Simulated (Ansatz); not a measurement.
**CHCl3 (chloroform): PBE/6-311+G(d,p)**

What is the vertical singlet–triplet gap of CHCl3 (chloroform) at PBE/6-311+G**? 

The results are computed with Ansatz 0.2.0.

47 further runs of the same task are left out: 2 that didn't finish, 45 set aside as unsound or not needed.

**1. The structure to begin with**

CHCl3: 5 atoms, total charge 0, spin state singlet. SMILES: `ClC(Cl)Cl`. The shape is that of a PBE0-D4/def2-TZVP optimisation.

Bond lengths: Cl1–C2 1.759 Å, C2–Cl3 1.759 Å, C2–Cl4 1.759 Å, C2–H5 1.085 Å. Angles: Cl1–C2–Cl3 111.2°, Cl1–C2–Cl4 111.2°, Cl3–C2–Cl4 111.1°, Cl1–C2–H5 107.7°, Cl3–C2–H5 107.7°, Cl4–C2–H5 107.7°.

**2. The energy at PBE/6-311+G(d,p)**

File input.yaml:

```yaml
crystal:
  periodic: [false, false, false]
  atoms:
    - {symbol: Cl, position_ang: [-0.671480, 0.393200, 1.545220]}
    - {symbol: C, position_ang: [0.050100, 0.086910, -0.029470]}
    - {symbol: Cl, position_ang: [1.233860, -1.211460, 0.056410]}
    - {symbol: Cl, position_ang: [-1.182490, -0.256800, -1.236530]}
    - {symbol: H, position_ang: [0.570000, 0.988150, -0.335650]}
basis:
  gaussian: {orbitals: 6-311+G_st__st_-spherical.json}
magnetization: {spin_polarized: false, initial_magnetization: 0}
hamiltonian: {xc: {name: PBE}}
accuracy: high
output: {orbitals: {seedname: orbitals}}
```

The basis set 6-311+G** is read from a file made from the Basis Set Exchange's data (not shown).

Run with:

```
ansatz run input.yaml --threads 1 --pin off --max-ram 3480MiB --events-out events.jsonl --progress --plain --runs-dir runs
```

What it wrote:

```text
Warning: RAYON_NUM_THREADS=1 ignored (pool sized by the plan → 1); use --threads N
Functional definition: PBE
  name "PBE"
  parameter kappa = 0.804
  parameter beta = 0.06672455060314922
  exchange = pbe_x(kappa = kappa, mu = beta*pi^2/3)
  correlation = pbe_c(beta = beta)
2019 factors; integrals over basis functions are off by at most 5.7e-9 eV
mean field evaluation 1: about -38603.0504 eV, gradient 3.3e1 eV
mean field evaluation 2: about -38596.4650 eV, gradient 6.0e1 eV
mean field evaluation 4: about -38605.5376 eV, gradient 1.4e0 eV
mean field evaluation 8: about -38605.5329 eV, gradient 3.2e-2 eV
mean field evaluation 16: about -38605.5329 eV, gradient 1.4e-6 eV
mean field -38605.53288281 eV, -1418.7271656734 hartree, gradient 2.3e-8 eV, S^2 0.000000; 0 other end points of the search recorded, 0 dependent functions left out
reference -38605.53288878 eV, -1418.7271658926 hartree; 29, 29 occupied and 89, 89 virtual orbitals, 2019 factors
Total energy: -38605.53288878 eV, -1418.7271658926 hartree
```

Run time: 7.5 s. Hardware: 1 thread of Arm Neoverse V2, shared host; peak memory 0.29 GiB.

**3. The triplet at the same level**

File job.yaml:

```yaml
crystal:
  periodic: [false, false, false]
  atoms:
    - {symbol: Cl, position_ang: [-0.671480, 0.393200, 1.545220]}
    - {symbol: C, position_ang: [0.050100, 0.086910, -0.029470]}
    - {symbol: Cl, position_ang: [1.233860, -1.211460, 0.056410]}
    - {symbol: Cl, position_ang: [-1.182490, -0.256800, -1.236530]}
    - {symbol: H, position_ang: [0.570000, 0.988150, -0.335650]}
basis:
  gaussian: {orbitals: 6-311+G_st__st_-spherical.json}
total_charge: 0
magnetization: {spin_polarized: true, initial_magnetization: 2}
hamiltonian: {xc: {name: PBE}}
accuracy: high
output: {orbitals: {seedname: orbitals}}
```

The basis set 6-311+G** is read from a file made from the Basis Set Exchange's data (not shown).

Run with:

```
ansatz run job.yaml --threads 1 --pin off --max-ram 3480MiB --events-out events.jsonl --progress --plain --runs-dir runs
```

What it wrote, cut to the lines that bear on the results:

```text
Warning: RAYON_NUM_THREADS=1 ignored (pool sized by the plan → 1); use --threads N
[... 6 set-up lines as earlier in the session ...]
2019 factors; integrals over basis functions are off by at most 5.7e-9 eV
mean field evaluation 1: about -38595.7857 eV, gradient 3.1e1 eV
mean field evaluation 2: about -38571.2231 eV, gradient 6.7e1 eV
mean field evaluation 4: about -38600.0006 eV, gradient 3.3e0 eV
mean field evaluation 8: about -38600.0570 eV, gradient 2.6e-1 eV
mean field evaluation 16: about -38600.0516 eV, gradient 1.4e-4 eV
mean field evaluation 32: about -38598.7329 eV, gradient 3.3e0 eV
mean field evaluation 64: about -38599.0682 eV, gradient 8.1e0 eV
mean field -38600.05160309 eV, -1418.5257323589 hartree, gradient 3.9e-8 eV, S^2 2.001910; 10 other end points of the search recorded, 0 dependent functions left out
reference -38600.05160778 eV, -1418.5257325311 hartree; 30, 28 occupied and 88, 90 virtual orbitals, 2019 factors
Total energy: -38600.05160778 eV, -1418.5257325311 hartree
```

Run time: 25 s. Hardware: 1 thread of Arm Neoverse V2, shared host; peak memory 0.38 GiB.

**4. Summary of results**

Level: PBE/6-311+G**.

```
                                        quantity           value
                           singlet: total energy  -1418.72717 Eh
                            singlet: HOMO energy        -7.55 eV
                            singlet: LUMO energy        -2.04 eV
                          singlet: HOMO–LUMO gap         5.50 eV
                           triplet: total energy  -1418.52573 Eh
     triplet: HOMO energy (highest over α and β)        -2.28 eV
                                   triplet: ⟨S²⟩           2.002
vertical energy of the triplet above the singlet        5.481 eV
```

**Reading.** At this shape the triplet lies 5.48 eV (126 kcal/mol) above the singlet.
